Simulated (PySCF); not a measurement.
Compound: cyclopropyl methyl ether, C4H8O.
Bonds: C1–O2, O2–C3, C3–C4, C4–C5, C3–C5. Hydrogens: H6, H7, H8 on C1; H9 on C3; H10, H11 on C4; H12, H13 on C5.

A GFN2-xTB structure was refined with PySCF, PBE0-D3(BJ)/def2-TZVP geometry optimisation, gas phase. Its GFN2-xTB values:

| coordinate | GFN2-xTB |
| --- | --- |
| C1–O2 | 1.408 Å |
| C1–H6 | 1.097 Å |
| O2–C3 | 1.393 Å |
| C3–C4 | 1.493 Å |
| C3–C5 | 1.504 Å |
| C3–H9 | 1.090 Å |
| C4–C5 | 1.502 Å |
| C4–H10 | 1.078 Å |
| C4–H11 | 1.079 Å |
| C1–O2–C3 | 113.1° |
| O2–C3–C4 | 117.5° |
| O2–C3–C5 | 119.7° |
| C3–C4–C5 | 60.3° |
| C4–C3–C5 | 60.1° |

Task: How do these coordinates change at the PBE0-D3(BJ)/def2-TZVP level?

Result: 
```tsv
coordinate	PBE0-D3(BJ)/def2-TZVP (Å or °)	change
C3–C4	1.482	-0.011
O2–C3	1.385	-0.008
C3–C5	1.497	-0.007
C4–C5	1.507	+0.005
C4–H10	1.082	+0.004
C4–H11	1.082	+0.003
C1–O2	1.405	-0.003
C1–H6	1.098	+0.001
C3–H9	1.090	0.000
C1–O2–C3	112.3	-0.8
O2–C3–C4	116.6	-0.9
O2–C3–C5	119.1	-0.6
C4–C3–C5	60.8	+0.7
C3–C4–C5	60.1	-0.2
```

The energy falls by 1.0 kJ/mol over 6 energy and gradient evaluations, the largest force component goes from 0.0065 to 3.3e-04 Eh/bohr, and the atoms move by 0.025 Å rms after alignment. The bond that changes most is C3–C4 (sp3 carbon bound to oxygen to three-membered-ring carbon), which shortens by 0.011 Å. Bonds longer at the end by more than 0.005 Å: 1 of 13; shorter: 3. Rotational constants go from 13221, 3488, 3122 to 13127, 3562, 3178 MHz.

The run used 203 basis functions and 44 SCF cycles in all. The run took 54 s on one thread of an Arm Neoverse V2, no GPU, on a shared host, and the process peaked at 0.92 GiB of memory.

No PBE0-D3(BJ)/def2-TZVP frequencies stand behind this structure, so it isn't proved a minimum. The numbers are those of one conformer.

The values belong to the conformer `[CH3:1][O:2][CH:3]1[CH2:4][CH2:5]1`: C1–O2–C3–C4 152°.
